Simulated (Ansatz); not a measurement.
**H2O2 (hydrogen peroxide): methods side by side**

H2O2: 4 atoms, total charge 0, spin state singlet. As SMILES, `OO`. Geometry: optimised at PBE0/def2-SVP.

Quantity: the adiabatic ionisation energy (to the doublet cation, shapes relaxed at PBE0/def2-SVP, no zero-point term), in eV. The values are calculated.

```tsv
level	kind	program	value (eV)
HF/def2-TZVPP	Hartree–Fock	Ansatz	9.62
PBE/def2-TZVPP	GGA	Ansatz	10.20
r2SCAN/def2-TZVPP	meta-GGA	Ansatz	10.25
B3LYP/def2-TZVPP	global hybrid	Ansatz	10.47
PBE0-D4/def2-TZVPP	global hybrid	Ansatz	10.29
B2PLYP/def2-TZVPP	double hybrid	Ansatz	10.40
RPA@PBE/def2-TZVPP	RPA	Ansatz	10.61
MP2/def2-TZVPP	perturbation theory	Ansatz	10.46
```

The values span 9.62 to 10.61 eV.
